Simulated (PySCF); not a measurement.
Species: C5H4O.
Numbering: `[CH:1]#[C:2][C:3](=[CH2:4])[CH:5]=[O:6]` (hydrogens: H7 on C1; H8, H9 on C4; H10 on C5)

Structure used (PBE0-D3(BJ)/def2-SVP), in Å, numbered top down from 1:
```
atom  x, y, z in Å
C1     2.3211   -0.6200   -0.6059
C2     1.2168   -0.1875   -0.3490
C3    -0.1059    0.2543   -0.0481
C4    -0.4521    1.5435    0.1239
C5    -1.1681   -0.7998    0.0805
O6    -2.3183   -0.5561    0.3289
H7     3.3048   -0.9886   -0.8326
H8    -1.4957    1.7776    0.3514
H9     0.2753    2.3530    0.0423
H10   -0.8078   -1.8461   -0.0743
```

Computed, not measured: EOM-IP-CCSD/aug-cc-pVDZ in PySCF, restricted Hartree–Fock reference, 6 core orbitals frozen, non-relativistic, gas phase, PBE0-D3(BJ)/def2-SVP geometry.

Hartree–Fock orbital energies give these Koopmans values (eV): HOMO 9.77, HOMO-1 11.13, HOMO-2 12.18, HOMO-3 12.85, HOMO-4 15.29, HOMO-5 15.71, HOMO-6 17.09, HOMO-7 18.03.

Q: What vertical ionisation energies does EOM-IP-CCSD give?

A: 
| leading hole (HF orbital) | Koopmans (eV) | EOM-IP-CCSD (eV) | change (eV) | one-hole share |
| --- | --- | --- | --- | --- |
| HOMO | 9.77 | 9.89 | +0.12 | 0.96 |
| HOMO-2 | 12.18 | 10.08 | -2.10 | 0.95 |
| HOMO-1 | 11.13 | 11.29 | +0.16 | 0.96 |
| HOMO-3 | 12.85 | 12.32 | -0.53 | 0.94 |
| HOMO-5 | 15.71 | 14.08 | -1.63 | 0.94 |
| HOMO-4 | 15.29 | 14.45 | -0.84 | 0.91 |
| HOMO-6 | 17.09 | 15.13 | -1.96 | 0.94 |
| HOMO-7 | 18.03 | 15.89 | -2.14 | 0.93 |

Q: Does the order of the lines follow the orbital energies?

A: No: the HOMO-2 hole (10.08 eV) falls below the HOMO-1 hole (11.29 eV); the HOMO-5 hole (14.08 eV) falls below the HOMO-4 hole (14.45 eV). The corrections run from -2.14 to +0.16 eV, with a mean of -1.11 eV over the 8 lines; EOM-IP-CCSD lies above the Koopmans value for HOMO and HOMO-1.

Q: At what kinetic energies would He I light (21.22 eV) eject these electrons?

A: 11.33 eV (HOMO), 11.14 eV (HOMO-2), 9.93 eV (HOMO-1), 8.90 eV (HOMO-3), 7.14 eV (HOMO-5), 6.77 eV (HOMO-4), 6.09 eV (HOMO-6), 5.33 eV (HOMO-7).

One root was sought for each valence orbital with −ε under 21 eV, eight at most, so deeper holes and satellites are missing; no vibrational structure.

The run took 14 min wall on one thread of an Arm Neoverse N1, no GPU, shared host with 64 logical CPUs at a one-minute load of 21, and the process peaked at 3.1 GiB of memory.

One conformer stands for the species.
